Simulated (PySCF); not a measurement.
Diaminoborane, BH5N2.
Atom-mapped SMILES: `[NH2:1][BH:2][NH2:3]` (hydrogens: H4, H5 on N1; H6 on B2; H7, H8 on N3)

Cartesian coordinates in Å at the PBE0-D3(BJ)/def2-TZVP level; atoms count from 1:
```xyz
8
BH5N2 angstrom
N     -1.2450    0.0311   -0.0310
B      0.0652   -0.4317    0.2029
N      1.2121    0.3053   -0.1529
H     -2.0500   -0.5063    0.2295
H     -1.4689    0.9135   -0.4566
H      0.2108   -1.5006    0.7276
H      2.1376   -0.0364    0.0243
H      1.1939    1.2064   -0.5974
```

Computed with TDDFT CAM-B3LYP/aug-cc-pVTZ, vertical, gas phase, core orbitals frozen in the response in PySCF 2.14.0, density-fitted response routines. Geometry: PBE0-D3(BJ)/def2-TZVP; no solvent, vibrations or thermal averaging.

Ground-to-excited transition dipoles (e·a0, same axes as the geometry; the sign carries no meaning), for the states with f of 0.002 or more among the lowest 9:

```
state  E (eV)      μx      μy      μz
   S2   6.384   0.003  -0.254  -0.518
   S4   7.218  -0.212  -0.025   0.009
   S6   7.642   0.982   0.110  -0.047
   S9   8.065  -0.008   0.200   0.411
```

Problem. What oscillator strength does each state have?

Solution. f = (2/3) ΔE |μ|² with ΔE in hartree (27.2114 eV).

| state | \|μ\|² (au) | \|μ\| (D) | f |
| --- | --- | --- | --- |
| S2 | 0.333 | 1.47 | 0.052 |
| S4 | 0.046 | 0.54 | 0.008 |
| S6 | 0.979 | 2.51 | 0.183 |
| S9 | 0.209 | 1.16 | 0.041 |

Problem. The point group is C2v. Which irreducible representation does each state belong to?

Solution. The ground state is totally symmetric, so the direction of μ fixes the label. Polarised across the twofold axis, so B1 or B2: S2, S4, S6 and S9. Which of B1 and B2 hangs on the choice of axes; S2 and S9 take one label and S4 and S6 the other.

Problem. All atoms lie in one plane. Which transitions are polarised in it and which across it?

Solution. In the plane: S4 and S6. Perpendicular: S2 and S9. In-plane polarisation joins two orbitals of the same parity under reflection in the plane (π with π, or σ with σ, in-plane lone pairs counted as σ); perpendicular polarisation joins orbitals of opposite parity.

Problem. What angle do the transition dipoles of S2 and S6 make?

Solution. |cos θ| = |μa·μb| / (|μa| |μb|) = 0.00, so θ ≈ 90° (taken between 0 and 90°, since the signs are arbitrary).

Problem. How is the summed strength of these states shared among x, y and z?

Solution. (2/3) Σ ΔE μα² gives 0.189 for x, 0.020 for y and 0.076 for z, 0.285 in all.

Problem. What peak molar absorption coefficient would the strongest computed level give as a lone Gaussian band 0.4 eV wide at half height?

Solution. ε(max) = 2.175×10⁸ f / FWHM, with the width in cm⁻¹. S6: 2.175×10⁸ × 0.1833 / 3226 ≈ 12000 L mol⁻¹ cm⁻¹.

Without π bonds the low states may be Rydberg-like; a valence basis with one diffuse set may place them up to an eV too high.
